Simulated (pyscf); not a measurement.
HO–SiH₂–OH (SMILES O[SiH2]O) + H• (SMILES [H]) → HO–SiH₂–OH (SMILES O[SiH2]O) + H• (SMILES [H]) (substitution at O; doublet surface; H–O broken, H–O formed). Structures and frequencies: ωB97X-D3(BJ)/def2-SVP in PySCF. MP2 and CC: frozen core, UHF for open shells. ΔMP2 is the change of the MP2 total energy from the triple- to the quadruple-zeta basis. Energies in kJ/mol from the separated reactants.

| level | barrier | reaction energy |
|---|---|---|
| ωB97X-D3(BJ)/def2-TZVP | 138.8 | 0.0 |
| B3LYP-D3(BJ)/def2-TZVP | 100.7 | 0.0 |
| PBE0-D3(BJ)/def2-TZVP | 110.0 | 0.0 |
| ωB97M-D3(BJ)/def2-TZVP | ? | 0.0 |
| CCSD/def2-TZVPP | 141.7 | 0.0 |
| CCSD(T)/def2-TZVPP | 134.1 | 0.0 |
| CCSD(T)/def2-TZVPP + ΔMP2(QZVPP) | ? | 0.0 |

**Question.** Complete the blanks.

**Answer.** 
- ωB97M-D3(BJ)/def2-TZVP, barrier: 123.0
- CCSD(T)/def2-TZVPP + ΔMP2(QZVPP), barrier: 125.8

Of the functionals in the table, ωB97M-D3(BJ) is closest to CCSD(T)/def2-TZVPP + ΔMP2(QZVPP) in the barrier (2.8 kJ/mol apart) and B3LYP-D3(BJ) least close (25.1 kJ/mol); that level has limits of its own. The same reactants have a lower exit, to HO–SiH•–OH + H₂ (barrier +30.1 kJ/mol at ωB97M-D3(BJ), against +123.0 kJ/mol here). Another saddle between the same species, by other bonds, lies lower (54.0 kJ/mol against 123.0 kJ/mol at ωB97M-D3(BJ)). The angle at the attacked O is 129°. The CCSD(T) − MP2 part came from Ansatz, without density fitting, on the same reference.
